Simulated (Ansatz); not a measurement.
# PH₂+ (singlet): the correlation ladder at distance P1–H3 = 1.281 Å, cc-pVDZ

An exercise on one series of results from a longer session: the logs are not shown, and one member is left open.

Method: cc-pVDZ, core rule «outside noble gas», up to 5 orbitals frozen; program: Ansatz 0.2.0, Gaussian basis.

Plan: UHF; CCSD(T) on RHF; CCSD(T) on UHF; BCCD(T) on RHF; CISD; CCSDT(Q) on RHF; CCSDT(Q) on UHF; CCSDTQ on RHF; CASSCF and MRCISD+Q, 2 electrons in 2 orbitals; CASSCF and NEVPT2, 2 electrons in 2 orbitals; CASSCF and MRCISD+Q, 6 electrons in 6 orbitals; CASSCF and NEVPT4(SD), 6 electrons in 6 orbitals; CASSCF and NEVPT2, 6 electrons in 6 orbitals; Full CI.

9 further runs of the same task are left out: 9 that didn't finish. Runs told in other sessions of the task aren't counted.

**What is computed**

The geometry derives from a PBE0/def2-TZVP stationary point (not a proven minimum). One bond is set to the value named and the two fragments are kept rigid.

3 atoms, charge 1, spin multiplicity 1.

Atoms are counted from 1 here; the program's logs count them from 0.

Bond lengths: P1–H2 1.429 Å, P1–H3 1.281 Å. Angles: H2–P1–H3 91.7°.

As a file:

```xyz
3
charge 1, multiplicity 1
P     0.0000   -0.0577    0.0032
H     0.0000    0.9377   -1.0223
H     0.0000    0.8345    0.9225
```

The first run:

Contents of in.yaml:

```yaml
crystal:
  periodic: [false, false, false]
  atoms:
    - {symbol: P, position_ang: [0.000000, -0.057672, 0.003249]}
    - {symbol: H, position_ang: [0.000000, 0.937723, -1.022307]}
    - {symbol: H, position_ang: [0.000000, 0.834513, 0.922470]}
basis:
  gaussian: {orbitals: cc-pVDZ}
total_charge: 1
magnetization: {spin_polarized: true, initial_magnetization: 0}
hamiltonian: {xc: hf}
output: {orbitals: {seedname: orbitals}}
```

Started as:

```console
ansatz run in.yaml --threads 1 --pin off --events-out ev --progress --plain --max-ram 2393MiB
```

Steps of the session up to this table: UHF; CCSD(T) on RHF; CCSD(T) on UHF; BCCD(T) on RHF; CISD; CCSDT(Q) on RHF; CCSDT(Q) on UHF; CCSDTQ on RHF; CASSCF and MRCISD+Q, 2 electrons in 2 orbitals; CASSCF and NEVPT2, 2 electrons in 2 orbitals; CASSCF and MRCISD+Q, 6 electrons in 6 orbitals; CASSCF and NEVPT4(SD), 6 electrons in 6 orbitals; CASSCF and NEVPT2, 6 electrons in 6 orbitals; Full CI.

One table of the session follows, with a row left open; its other results are not shown here.

It belongs to the step «Misses and costs». 

```
            method  from FCI (kcal/mol)
               RHF               +80.26
               UHF               +77.53
              RMP2                    ?
              CISD                +4.97
             RCCSD                +1.90
          RCCSD(T)                +0.44
           BCCD(T)                +0.44
            RCCSDT                +0.08
         RCCSDT(Q)                +0.02
           RCCSDTQ                 0.00
       CASSCF pair               +66.43
       NEVPT2 pair               +17.61
    CASSCF valence               +47.05
    NEVPT2 valence               +13.72
NEVPT4(SD) valence                +2.01
    MRCISD valence                +1.76
  MRCISD+Q valence                +0.08
               FCI                    0
```

**Question.** Estimate the row for RMP2.

As computed: from FCI (kcal/mol): +20.05. In the column «from FCI (kcal/mol)» it lies between NEVPT2 pair (+17.61) and CASSCF valence (+47.05).

Not comparable, so not listed: CCSD(T) on UHF; CASSCF and MRCISD+Q, 2 electrons in 2 orbitals (they don't share determinant, frozen orbitals or solution with the rows shown, or repeat one).

Caveats from the session: Warnings in the runs' records: passed over end.
